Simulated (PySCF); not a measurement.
Constitutional and geometric isomers with formula C2H3N. Isolated molecules, 0 K electronic values unless said otherwise. Strings in code marks are SMILES.

The dipole moment from two functionals at the same geometries (PBE0-D3(BJ)/def2-TZVP), both in PySCF: PBE-D3(BJ)/def2-TZVP and PBE0-D3(BJ)/def2-TZVP. 

| species | PBE-D3(BJ)/def2-TZVP (D) | PBE0-D3(BJ)/def2-TZVP (D) |
|---|---|---|
| `C=C=N` | 1.43 | 1.50 |
| `C(C)#N` | 3.94 | 4.02 |
| `C#CN` | 1.93 | 1.88 |
| `[C-]#[N+]C` | 3.97 | 3.89 |

Over these rows, drawn at random from the members with no instability flagged (it was tested for open shells, ions and some series alone), PBE minus PBE0-D3(BJ): mean -0.01 D, from -0.08 D to +0.08 D.
